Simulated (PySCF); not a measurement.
Computed NMR parameters against published values

Geometry:
```json
{"atom": "Cl1", "x (Å)": "2.372", "y (Å)": "-0.963", "z (Å)": "0.549"}
{"atom": "C2", "x (Å)": "0.873", "y (Å)": "-0.208", "z (Å)": "0.179"}
{"atom": "C3", "x (Å)": "-0.346", "y (Å)": "-0.923", "z (Å)": "0.068"}
{"atom": "C4", "x (Å)": "-1.383", "y (Å)": "-0.103", "z (Å)": "-0.230"}
{"atom": "S5", "x (Å)": "-0.894", "y (Å)": "1.538", "z (Å)": "-0.378"}
{"atom": "C6", "x (Å)": "0.737", "y (Å)": "1.127", "z (Å)": "-0.035"}
{"atom": "H7", "x (Å)": "-0.425", "y (Å)": "-1.985", "z (Å)": "0.205"}
{"atom": "H8", "x (Å)": "-2.413", "y (Å)": "-0.360", "z (Å)": "-0.373"}
{"atom": "H9", "x (Å)": "1.493", "y (Å)": "1.885", "z (Å)": "-0.011"}
```

[PySCF 2.14.0 with density-fitted response routines: structure optimised with GFN2-xTB; shieldings: GIAO PBE0/pcSseg-1; isolated molecule; one computed conformer; non-relativistic]

Reference values: estimated from measurements, as parent shift plus tabulated substituent increment (solution, not stated per compound (mostly CDCl3 or CCl4); Pretsch, Buehlmann, Badertscher, Structure Determination of Organic Compounds, 4th ed. (2009)).
```json
{"atoms": "H8", "quantity": "δ ¹H", "reference": "7.22", "computed": "7.19", "computed, scaled": "6.88"}
{"atoms": "H9", "quantity": "δ ¹H", "reference": "7.06", "computed": "6.98", "computed, scaled": "6.69"}
{"atoms": "H7", "quantity": "δ ¹H", "reference": "6.92", "computed": "7.07", "computed, scaled": "6.77"}
```

Computed shifts are σ(ref) − σ with the named reference compound (TMS for H and C) calculated as an isolated molecule at the same level. The measured values may be among those fitted. Scaled to experiment by linear calibration (H and C: mostly CDCl3 data, vs TMS): ¹H (scatter 0.16 ppm rms, 0.17 ppm with the 2 outliers that the fit left out). Occasional misses reach two or three times the rms, and more in compound classes unlike the fitted ones.

Task: How far are the unscaled ¹H shifts from the references?

Result: Mean signed difference +0.01 ppm, mean absolute 0.09 ppm over 3 comparisons; the largest is +0.15 ppm at H7 (hydrogen on an aromatic CH).
